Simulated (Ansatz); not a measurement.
Rock-salt SrO: TA phonon frequency at X by level of theory

No measured value is used here.

```json
[
 {"level (code)": "LDA (Ansatz)", "value (cm⁻¹)": "126", "cell (Å³/atom)": "16.23"},
 {"level (code)": "PBE (Ansatz)", "value (cm⁻¹)": "122", "cell (Å³/atom)": "17.52"},
 {"level (code)": "r²SCAN (Ansatz)", "value (cm⁻¹)": "…", "cell (Å³/atom)": "17.17"},
 {"level (code)": "r²SCAN0 (Ansatz)", "value (cm⁻¹)": "128", "cell (Å³/atom)": "16.94"},
 {"level (code)": "Hartree–Fock (Ansatz)", "value (cm⁻¹)": "130", "cell (Å³/atom)": "17.80"}
]
```

**Question.** What belongs in the gaps?

**Answer.** 
- r²SCAN (Ansatz, a first-principles code), value (cm⁻¹): 125

Each level is taken at its own relaxed cell. Cutoffs differ between the levels. Ansatz's density-functional and Hartree–Fock values are scalar-relativistic unless marked +SOC, with PAW data made under PBE.
